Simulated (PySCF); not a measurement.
**Electronic absorption of C2H3P**

C2H3P.
SMILES: `CC#P`

Computed, not measured: TDDFT CAM-B3LYP/def2-SVPD, vertical, gas phase, core orbitals frozen in the response (PySCF). Isolated species at its PBE0-D3(BJ)/def2-SVP geometry, gas phase.

```tsv
state	E (eV)	E (kJ/mol)	λ (nm)	f	|μ| (D)	symmetry	main configurations (H = HOMO, L = LUMO)
S1	4.30	415	288.3	0.0000	0.00	–	H-1/H→L/L+1 (≥86%)
S2	4.66	449	266.2	0.0003	0.13	–	H-1/H→L/L+1 (≥75%)
S3	4.66	449	266.2	0.0003	0.13	–	H-1/H→L/L+1 (≥75%)
S4	6.96	671	178.2	0.023	0.93	E	H-1/H→L+2 (≥92%)
S5	6.96	671	178.2	0.023	0.93	E	H-1/H→L+2 (≥92%)
S6	7.52	725	165.0	0.029	1.00	E	H-2→L/L+1 (≥86%)
S7	7.52	725	165.0	0.029	1.00	E	H-2→L/L+1 (≥86%)
S8	7.64	737	162.3	0.903	5.58	A1	H-1/H→L/L+1 (≥79%)
S9	8.41	812	147.4	0.088	1.66	E	H-1/H→L+3 (≥84%)
S10	8.41	812	147.3	0.088	1.66	E	H-1/H→L+3 (≥84%)
```

Triplets (Tamm–Dancoff): T1 3.31 eV, H-1/H→L/L+1 (≥85%); T2 3.74 eV, H-1/H→L/L+1 (≥73%); T3 3.74 eV, H-1/H→L/L+1 (≥73%).

The lowest singlet lies at 4.30 eV (288 nm, ultraviolet) and is dark (f under 0.0005); its leading configuration is HOMO-1/HOMO→LUMO/LUMO+1 (≥86%). The most intense listed level is S8 at 7.64 eV (162 nm, f = 0.903), 3.34 eV above S1. S2/S3, S4/S5, S6/S7 and S9/S10 lie within about 0.01 eV of each other in each set; the point group C3v has degenerate representations, and within a degenerate level the listed configurations can mix freely. Löwdin shares by element: HOMO (one of a set within 0.03 eV) carbon 54%, phosphorus 42%; LUMO (one of a set within 0.03 eV) phosphorus 53%, carbon 40%, hydrogen 4% or more. Weighted by f, the mean energy of these states is 7.72 eV. The oscillator strengths of these states sum to 1.184; summed over the whole spectrum of an exact calculation they would give the number of electrons, 30 (Thomas–Reiche–Kuhn). The listed states span 4.11 eV, and the widest gap between neighbours is 2.30 eV (S3 to S4). The vertical ionisation energy (ΔSCF) is 9.80 eV, 1.39 eV above S10. Symmetry labels in C3v follow from the direction of the transition dipole and are given only for states with f of 0.002 or more. Orbitals of the list HOMO-3 to LUMO+2 that lie within 0.01 eV of each other are written together with a slash and their weights summed (≥ marks a lower bound); for degenerate orbitals outside that list single weights are arbitrary. Singlets were solved by full linear response, triplets in the Tamm–Dancoff approximation.
